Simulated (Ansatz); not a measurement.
# PNHO+ (triplet): wave-function methods side by side, def2-QZVPP

One table from this session's results is given with a row withheld; the runs are named, their logs left out.

Computed with Ansatz 0.2.0, Gaussian basis. Level: def2-QZVPP, core rule «outside noble gas», up to 7 orbitals frozen.

The runs, in order: UHF; ROHF; CCSD(T) on UHF.

2 further runs of the same task are left out: 2 set aside as unsound or not needed.

### What is computed

The geometry is a PBE0/def2-TZVP stationary point (not a proven minimum) of the parent state, kept for this charge and spin.

4 atoms, charge 1, spin multiplicity 3.

Atoms are counted from 1 here; the program's logs count them from 0.

Bond lengths: O1–N2 1.248 Å, N2–P3 1.668 Å, N2–H4 1.032 Å. Angles: O1–N2–P3 129.4°, O1–N2–H4 115.2°, P3–N2–H4 115.4°.

The first run:

The input, in.yaml:

```yaml
crystal:
  periodic: [false, false, false]
  atoms:
    - {symbol: O, position_ang: [0.000000, -0.293537, 1.564314]}
    - {symbol: N, position_ang: [0.000000, 0.402609, 0.528647]}
    - {symbol: P, position_ang: [0.000000, -0.076731, -1.069368]}
    - {symbol: H, position_ang: [0.000000, 1.422547, 0.684225]}
basis:
  gaussian: {orbitals: "def2-QZVPP.json"}
total_charge: 1
magnetization: {spin_polarized: true, initial_magnetization: 2}
hamiltonian: {xc: hf}
output: {orbitals: {seedname: orbitals}}
```

Launch:

```bash
> ansatz run in.yaml --threads 1 --pin off --events-out ev --progress --plain --max-ram 2393MiB
```

Steps of the session up to this table: UHF; ROHF; CCSD(T) on UHF.

One of the session's tables, all rows but one given; the rest of the session is left out.

It belongs to the step «Misses and costs». 

```
  method  from UCCSD(T) (kcal/mol)
    ROHF                   +380.77
     UHF                   +363.71
    UMP2                    +40.76
   UCCSD                         ?
UCCSD(T)                         0
```

Q: Estimate the row for UCCSD from the others.

**Answer.** from UCCSD(T) (kcal/mol): +16.87. In the column «from UCCSD(T) (kcal/mol)» it lies between UCCSD(T) (0) and UMP2 (+40.76).
